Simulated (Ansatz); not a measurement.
Born–Oppenheimer molecular dynamics of C2H8Si (11 atoms, charge 0, multiplicity 1). It starts from a relaxed structure.

Method: RKS PBE-D4/6-31G (Ansatz).

```yaml
ensemble: NVT, Langevin thermostat
time_step: 0.5 fs
steps_asked: 250
set_temperature: 1500 K
friction: 0.001 /fs
seed: 573898
```

First frame:

```xyz
11
Properties=species:S:1:pos:R:3
Si 0.060 -0.102 0.120
H 0.233 -0.359 1.609
C 1.785 0.088 -0.705
H 2.372 -0.838 -0.589
H 1.678 0.299 -1.782
H 2.348 0.916 -0.243
H -0.716 1.198 -0.022
C -0.946 -1.538 -0.665
H -1.931 -1.637 -0.177
H -1.109 -1.354 -1.741
H -0.407 -2.494 -0.554
```

**Question.** How far do the bonds stretch over the last three quarters of this one trajectory? (Pairs bonded in most of those frames.)

**Answer.** 
```json
{"bond": "Si1–H2", "mean (Å)": "1.562", "spread (Å)": "0.115", "shortest": "1.37", "longest": "1.73"}
{"bond": "Si1–C3", "mean (Å)": "1.946", "spread (Å)": "0.073", "shortest": "1.84", "longest": "2.06"}
{"bond": "Si1–H7", "mean (Å)": "1.545", "spread (Å)": "0.087", "shortest": "1.39", "longest": "1.70"}
{"bond": "Si1–C8", "mean (Å)": "1.931", "spread (Å)": "0.037", "shortest": "1.87", "longest": "1.99"}
{"bond": "C3–H4", "mean (Å)": "1.110", "spread (Å)": "0.033", "shortest": "1.05", "longest": "1.17"}
{"bond": "C3–H5", "mean (Å)": "1.109", "spread (Å)": "0.029", "shortest": "1.05", "longest": "1.17"}
{"bond": "C3–H6", "mean (Å)": "1.108", "spread (Å)": "0.028", "shortest": "1.06", "longest": "1.15"}
{"bond": "C8–H9", "mean (Å)": "1.133", "spread (Å)": "0.095", "shortest": "0.99", "longest": "1.28"}
{"bond": "C8–H10", "mean (Å)": "1.119", "spread (Å)": "0.062", "shortest": "1.01", "longest": "1.22"}
{"bond": "C8–H11", "mean (Å)": "1.107", "spread (Å)": "0.015", "shortest": "1.08", "longest": "1.14"}
```

Mean temperature of the second half: 737 K. The mean temperature of the second half is 51 % below the set value. A run of 0.12 ps of so small a system gives no equilibrium averages. Limits of this set-up: no polarisation functions.

Run time: 6.5 min on 1 thread of Arm Neoverse V2 (shared host), peak memory 0.095 GiB.
